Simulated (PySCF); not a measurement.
Level of theory: PBE0-D3(BJ)/def2-TZVP // PBE0-D3(BJ)/def2-SVP in PySCF. Gas-phase values, no solvent. Delta-SCF ions had no search for a lower state. 

Reference species (SMILES): `N` (neutral, multiplicity 1).

| Item | Value |
|---|---|
| vertical ionisation energy (Delta-SCF) | 10.86 eV |
| HOMO | -7.69 eV |
| HOMO–LUMO gap | 8.71 eV |

Changed species: `C#N` (free base NCH; the reference has free base NH3).

Question: Give the shifts of the vertical ionisation energy (Delta-SCF), HOMO and HOMO–LUMO gap.

Answer: the vertical ionisation energy (Delta-SCF) rises by 2.72 eV, to 13.58 eV; the HOMO falls by 2.69 eV, to -10.38 eV; the HOMO–LUMO gap increases by 1.92 eV, to 10.63 eV.
